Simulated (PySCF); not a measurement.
Gas-phase reaction: Al(CH3)2F + 2 CHF → AlF3 + C4H8 (isobutene)

Energies from PySCF, thermal terms from the rigid-rotor harmonic-oscillator model, ideal gas at 1 bar. † marks an energy on the PBE0/def2-TZVP geometry and frequencies. MP2 freezes the core. All species are closed-shell singlets. B3LYP is the form with VWN-RPA correlation. Methyl groups turn as free rotors in Al(CH3)2F. Al(CH3)2F, CHF: computed as isolated molecules; such fragments, hydroxides, amides, oligomers or adducts are transient or little studied in the gas. MP2 isn't extrapolated to the basis-set limit; its ΔH°(298 K) is -1104.0 kJ in def2-SVP and -1111.0 kJ in def2-TZVPP. The harmonic model lacks anharmonicity and excited electronic states, which grow with temperature; levels with a mode under 35 cm⁻¹ are left out. Internal rotation in C4H8 (isobutene) is treated as a harmonic vibration of one conformer, which makes the entropy rough.

ΔH° and ΔS° at 298 K: B3LYP/def2-TZVP† -1026 kJ, -213 J/K; M06-2X/def2-TZVP† -1041 kJ, -213 J/K; MP2/def2-SVP† -1104 kJ, -213 J/K.

### Question
With the heat capacities included, give log10 K (1 bar) at 500, 600, 800, 2000, 2500 K from B3LYP/def2-TZVP†, M06-2X/def2-TZVP†, MP2/def2-SVP†.

### Answer
| T (K) | B3LYP/def2-TZVP† | M06-2X/def2-TZVP† | MP2/def2-SVP† |
|---|---|---|---|
| 500 | 96.0 | 97.6 | 104.2 |
| 600 | 78.1 | 79.4 | 84.9 |
| 800 | 55.8 | 56.8 | 60.9 |
| 2000 | 15.8 | 16.2 | 17.9 |
| 2500 | 10.6 | 10.9 | 12.2 |
